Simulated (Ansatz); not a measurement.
# Gadolinium, hcp: convergence with Gaussian smearing

Computed with Ansatz, LDA, scalar-relativistic PAW, on the relaxed cell (a = 3.484 Å, c = 5.587 Å (c/a = 1.603); ferromagnetic, net 7.42 μB per atom). Errors count from a run at 420 eV on a Γ-centred 14×14×8 mesh with Fermi-Dirac smearing of 0.05 eV, extrapolated to zero width. Fixed here: cutoff 420 eV, mesh 10×10×6.

```json
{"width (eV)": "0.03", "E(σ→0) error (meV/atom)": "-1.0", "F error (meV/atom)": "-1.5", "P (GPa)": "0.02", "sphere moment (μB)": "7.25", "SCF iterations": "19"}
{"width (eV)": "0.1", "E(σ→0) error (meV/atom)": "-1.0", "F error (meV/atom)": "-6.1", "P (GPa)": "-0.03", "sphere moment (μB)": "7.23", "SCF iterations": "18"}
{"width (eV)": "0.2", "E(σ→0) error (meV/atom)": "-1.0", "F error (meV/atom)": "-21.4", "P (GPa)": "0.03", "sphere moment (μB)": "7.20", "SCF iterations": "19"}
{"width (eV)": "0.3", "E(σ→0) error (meV/atom)": "-1.5", "F error (meV/atom)": "-46.6", "P (GPa)": "0.17", "sphere moment (μB)": "7.17", "SCF iterations": "19"}
{"width (eV)": "0.6", "E(σ→0) error (meV/atom)": "-1.8", "F error (meV/atom)": "-181.7", "P (GPa)": "1.04", "sphere moment (μB)": "7.07", "SCF iterations": "25"}
{"width (eV)": "1.0", "E(σ→0) error (meV/atom)": "-12.8", "F error (meV/atom)": "-496.8", "P (GPa)": "2.60", "sphere moment (μB)": "6.97", "SCF iterations": "20"}
```

Q: What does the run at 0.01 give (width)?

A: E(σ→0) error (meV/atom): -0.9; F error (meV/atom): -1.0; P (GPa): 0.05; sphere moment (μB): 7.26; SCF iterations: 17.
